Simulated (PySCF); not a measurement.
Oxonium, `[OH3+]` (charge +1). Computed geometry: GFN2-xTB, gas phase.

```
atom  x, y, z in Å
O1     0.0032   -0.0017    0.2075
H2    -0.5496   -0.7608   -0.0852
H3    -0.3825    0.8615   -0.0642
H4     0.9391   -0.0942   -0.0809
```

What is the repulsion energy of the bare nuclei, Σ ZA·ZB/RAB?

13.88 Eh over 6 pairs, with full nuclear charges and distances in bohr; the largest single term is 4.30 Eh (O1 with H2, or a pair equal to it).

What is the longest distance between nuclei?

H2···H4, H3···H4 and H2···H3, 1.631 Å.

Where is the centre of mass (commonest isotopes), and what is the radius of gyration?

Mass 19.018 u; centre at (0.003, -0.001, 0.162) Å; Rg = √(Σ m r²/M) = 0.390 Å. As Ia + Ib + Ic = 2 Σ m r², the three principal moments sum to 5.8 u·Å².

Work out the bond lengths O1–H2, O1–H3, O1–H4 in Å.

For O1–H2 the difference vector is (-0.5528, -0.7591, -0.2927) Å, of length 0.9836 Å. O1–H2 0.984; O1–H3 0.984; O1–H4 0.984 Å.

What are the angles H2–O1–H4, H3–O1–H4, H2–O1–H3?

From the scalar product of the two bond vectors; for H2–O1–H4 it is -0.3627 Å² over 0.9836 × 0.9837 Å², cos θ = -0.3749. H2–O1–H4 112.0°; H3–O1–H4 112.0°; H2–O1–H3 112.0°.

Stationary, but not proved a minimum.
